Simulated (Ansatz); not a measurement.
**P (R-3m, No. 166, 2 atoms in the cell; start mp-130; high-pressure phase)**

Level of theory: PBEsol (Ansatz, a program for electronic structure, PAW).

Settings: plane-wave cutoff 500 eV, 14×14×14 k mesh, Fermi–Dirac smearing 0.05 eV, scalar-relativistic PAW data made under PBE.

Cell (relaxed at this level):

```xyz
2
Lattice="1.7204 0.9933 2.9309 -1.7204 0.9933 2.9309 0.0000 -1.9865 2.9309" Properties=species:S:1:pos:R:3 pbc="T T T"
P      0.0000     0.0000     2.0550
P      0.0000     0.0000     6.7377
```

For P (R-3m, No. 166, 2 atoms in the cell; start mp-130; high-pressure phase), the band gap comes out as zero (no gap).

Note: the relaxation could not lower the start's symmetry, so the cell can be a saddle point above a distorted one.

Cost on a shared machine: around 80 core-seconds (rough).

A start named mp-… is a Materials Project structure, which need not be a measured phase.
